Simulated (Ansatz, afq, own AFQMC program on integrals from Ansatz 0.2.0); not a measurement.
**CN⁺, singlet in 6-31G, levels against full CI**

```csv
atom,x (Å),y (Å),z (Å)
N,0.0000,0.0000,0.0000
C,0.0000,0.0000,1.1601
```

Basis 6-31G. Noble-gas cores (and the filled d shells of Ga–Kr and In–Xe) are frozen. Ansatz 0.2.0 and our own AFQMC program on the same integrals; the CISD trial comes from CCSD amplitudes, and released means the phaseless constraint is let go. Uncertainties: one standard error, sampling alone.

Determinant: UHF, the one that the program's search chose, which needn't be the lowest solution. The geometry is a PBE0/def2-TZVP stationary point of this or a neighbouring charge and spin state.

Full CI on the same integrals is exact in this basis and with this determinant's frozen core.

Cautions: strong correlation (T1 0.097, weight of the determinant 0.71, largest double 0.20); unrestricted determinant spin contaminated (⟨S²⟩ 1.67 against 0.00); CCSD(T) is in doubt: in a space of 8 electrons in 8 natural orbitals full CI lies 381 meV below it; the released energies are still falling, so no released level is given (meV from the phaseless value at times in 1/Eh: -38 ± 5 at 0.24, -57 ± 4 at 0.51, -83 ± 3 at 0.99, -99 ± 4 at 1.62, -119 ± 5 at 2.40).

* T1 diagnostic: 0.0975
* weight of the determinant in the CISD state: 0.712
* ⟨S²⟩ of the determinant: 1.674
* size of the correlated space: 8 electrons in 16 orbitals

Reference: full CI, correlation energy -4.848 eV. The cautions show a poor starting determinant, so the rows tell how each method copes with it here, and full CI is the sure value.

```tsv
level	E − E(reference) (mEh)	share of correlation (%)
HF	178.14	0.00
MP2	72.89	59.08
CCSD	21.03	88.19
CCSD(T)	15.38	91.37
ph-AFQMC/CISD	5.28 ± 0.17	97.04
```

A walk keeps the symmetry of its determinant, which the program's search chose and which needn't be the lowest solution, so a lower state of the same spin and another symmetry isn't excluded.
